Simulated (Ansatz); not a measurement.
Geometry optimisation, RHF/def2-SVP (Ansatz).

The input (input.yaml):

```yaml
crystal:
  periodic: [false, false, false]
  atoms:
    - { symbol: Si, position_ang: [0.0, 0.0, 0.0] }
    - { symbol: H, position_ang: [0.0, 0.0, 1.81] }
    - { symbol: H, position_ang: [1.3768, 0.0, -0.4862] }
    - { symbol: H, position_ang: [-0.6877, 1.1914, -0.4862] }
    - { symbol: H, position_ang: [-0.6877, -1.1914, -0.4862] }
    - { symbol: P, position_ang: [-2.3535, 0.0, 0.782] }
    - { symbol: H, position_ang: [-3.1199, -0.8853, -0.0213] }
    - { symbol: H, position_ang: [-2.4033, -0.4268, 2.1354] }
    - { symbol: H, position_ang: [-0.9491, 0.0, 1.8858] }
basis:
  gaussian: { orbitals: def2-SVP }
hamiltonian:
  xc: hf
relax:
  f_tol: 0.15
  max_steps: 25
  restrain:
    - { distance: [0, 5], at: 2.18, k: 30.0 }
    - { distance: [8, 1], at: 0.66, k: 30.0 }
    - { distance: [0, 1], at: 2.66, k: 30.0 }
    - { distance: [8, 5], at: 2.62, k: 30.0 }
output:
  orbitals: {}
```

Run as:

```bash
$ ansatz run input.yaml --threads 1 --pin off --max-ram 2048MiB --backend cpu --events-out ev --progress --plain --runs-dir out
```

Question: Where does it end, and by what steps?

Answer: The forces met the threshold. The restraints hold the end off the free minimum. After 13 steps the energy has fallen by 5.988 eV (the restraints' own energy left out); H9 moved furthest, 1.09 Å. Joined: H2–H9 (0.95 → 0.71 Å).

| step | energy less start (eV) | largest force component (eV/Å) | accepted |
| --- | --- | --- | --- |
| 0 | 0.0000 | 3.627 | yes |
| 1 | -1.1084 | 2.387 | yes |
| 2 | -1.7213 | 5.029 | yes |
| 3 | -3.2768 | 4.547 | yes |
| 4 | -4.3528 | 2.767 | yes |
| 5 | -5.0282 | 1.946 | yes |
| 6 | -5.4971 | 1.506 | yes |
| 7 | -5.7424 | 1.246 | yes |
| 8 | -5.8767 | 1.262 | yes |
| 9 | -5.9648 | 1.156 | yes |
| 10 | -5.9846 | 1.230 | yes |
| 11 | -5.9561 | 1.644 | no |
| 12 | -5.9957 | 1.097 | no |
| 13 | -5.9881 | 1.242 | yes |

```xyz
9
Properties=species:S:1:pos:R:3
Si -0.529 -0.064 -0.356
H 0.122 0.050 2.239
H 0.758 0.202 0.318
H -0.705 0.958 -1.419
H -0.443 -1.397 -1.002
P -2.272 0.125 0.993
H -3.223 -0.226 0.006
H -2.199 -1.153 1.585
H -0.333 0.192 2.768
```

The run took 10 s on 1 thread of Arm Neoverse V2 (shared host), peak memory 0.12 GiB.
